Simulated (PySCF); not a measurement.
How good is the calculation?

Atoms are numbered as in `[CH3:1][c:2]1[cH:3][cH:4][s:5][cH:6]1`. Each H is labelled by its parent atom.

- coordinates at the PBE0-D3(BJ)/def2-SVP level
- shielding tensors at HF/pcSseg-2 (GIAO)
- run in PySCF 2.14
- rapidly exchanging positions averaged, gas phase, one conformer, relativity neglected

Reference values: estimated from measurements, as parent shift plus tabulated substituent increment (solution, not stated per compound (mostly CDCl3 or CCl4); Pretsch, Buehlmann, Badertscher, Structure Determination of Organic Compounds, 4th ed. (2009)).
```tsv
atoms	quantity	reference	computed
H(C4)	δ 1H	7.16	7.53
H(C3)	δ 1H	6.87	7.12
H(C6)	δ 1H	6.86	7.11
```

Computed shifts are σ(ref) − σ with the named reference compound (TMS for H and C) calculated as an isolated molecule at the same level.

Task: How far are the unscaled 1H shifts from the references?

Result: Mean signed difference +0.29 ppm, mean absolute 0.29 ppm over 3 comparisons; the largest is +0.37 ppm at H(C4) (hydrogen on an aromatic CH next to the ring sulfur).
